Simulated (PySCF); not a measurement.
CH3S, SMILES C[S], doublet, PBE0/def2-SVP optimised geometry.

```
5

C     -0.39    -0.27     0.00
S     -0.90    -1.14     1.48
H     -0.72    -0.78    -0.92
H     -0.72     0.78     0.00
H      0.72    -0.27     0.00
```

Density from unrestricted PBE0/def2-TZVP (PySCF) at that geometry.

Minimum of the electron density along straight lines between bonded atoms, close to the bond critical point (lines longer than 1.1 times the sum of covalent radii, or with two minima, are not listed):

```tsv
bond	length / Å	ρ at the minimum / e bohr⁻³	∇²ρ there / e bohr⁻⁵	position (fraction from the first atom)
C1–S2	1.788	___	___	0.48
C1–H3	1.100	0.274	-0.93	0.65
C1–H4	1.100	0.274	-0.93	0.65
C1–H5	1.105	0.266	-0.88	0.65
```

Some entries are withheld; supply them.


- C1–S2, ρ at the minimum / e bohr⁻³: 0.190
- C1–S2, ∇²ρ there / e bohr⁻⁵: -0.33
